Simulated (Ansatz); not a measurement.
**Which level was it?**

Si3H8 has 11 atoms, charge 0, and is taken as a singlet. As SMILES, `[SiH3][SiH2][SiH3]`. The shape is that of a PBE0-D4/def2-TZVP optimisation.

```xyz
11

Si   -1.2926    1.3667   -0.5253
Si   -0.4626   -0.8073   -0.2963
Si    1.6319   -0.7744    0.7428
H    -2.6258    1.3677   -1.1851
H    -0.3540    2.1804   -1.3441
H    -1.4225    2.0001    0.8146
H    -0.3434   -1.4402   -1.6402
H    -1.4104   -1.6208    0.5164
H     1.5159   -0.1549    2.0904
H     2.5838    0.0318   -0.0680
H     2.1796   -2.1492    0.8948
```

A calculation with Ansatz 0.2.0 gave:

The total energy is -872.8643 Eh and the HOMO energy is -8.88 eV. The LUMO energy is 0.31 eV. The HOMO–LUMO gap is 9.19 eV.

Which of these levels gave the numbers?
A. B2PLYP/aug-cc-pVDZ
B. PBE/pcseg-0
C. PBE/pcseg-1
D. PBE/pcseg-2

A. The others give -872.7689 Eh (PBE/pcseg-1), -871.7240 Eh (PBE/pcseg-0), -872.8479 Eh (PBE/pcseg-2).
